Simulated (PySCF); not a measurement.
**Unknown compound**

An unknown has the formula C4H3NO. Its calculated NMR data are:

¹H NMR (400 MHz, computed): δ 7.23 (d, J = 18.5 Hz, 1H), 6.93 (dd, J = 18.5, 11.4 Hz, 1H), 6.52 (d, J = 11.4 Hz, 1H).

¹³C{¹H} NMR (computed): δ 171.9 (C), 144.7 (CH2), 142.4 (CH), 120.1 (C).

Theoretical values (PySCF 2.14): geometry from GFN2-xTB, NMR shieldings at PBE0/pcSseg-1/GIAO, J couplings at B3LYP/pcJ-1. One computed conformer, isolated molecule, no relativistic terms.

Chemical shifts δ = σref − σ; ¹H (31.72 ppm), ¹³C (186.93 ppm) vs TMS, all at this level.

Q: Which candidate is it?
A. C#CC(=O)N=C
B. N#C/C=C\C=O
C. C=CC(=O)C#N

A: C. 

The formula gives 4 degrees of unsaturation (no ring in the answer). 4 carbon signals for 4 carbons: no two carbons are equivalent. Carbon types of the structure: 2 × C, 1 × CH, 1 × CH2, which accounts for all hydrogens. δC 171.9: acyl cyanide carbonyl carbon. δC 144.7: β carbon of a C=C–C=O unit; conjugation with the carbonyl draws π density from the β position. δC 142.4: α carbon of a C=C–C=O unit; the olefinic region. δC 120.1: nitrile carbon; C≡N carbons fall here, among the sp2 signals but without a proton. δH 6.93: hydrogen on an α carbon of a C=C–C=O unit; attached to an sp2 carbon and in the plane of the double bond. The protons at 7.23 and 6.93 share a coupling of 18.5 Hz (vicinal, trans across C=C). The protons at 6.52 and 6.93 share a coupling of 11.4 Hz (vicinal, cis across C=C).

The others: C#CC(=O)N=C has carbons computed at 160.2, 150.6, 88.2, 81.0; N#C/C=C\C=O has carbons computed at 195.6, 154.6, 124.4, 119.2, with a different DEPT pattern.

Multiplet labels drop couplings under 1 Hz and merge nearly equal ones. Unscaled 3J(H,H) at this level run about 10 % above measured values. Shifts are as computed. Against solution values, carbons near 30 ppm lie about +3 ppm off and those near 130 ppm about +5 ppm. Of 1211 compounds with measured shifts, 218 miss one by over three times the rms of a fit or turn the order of signals round; such compounds aren't used in these exercises.
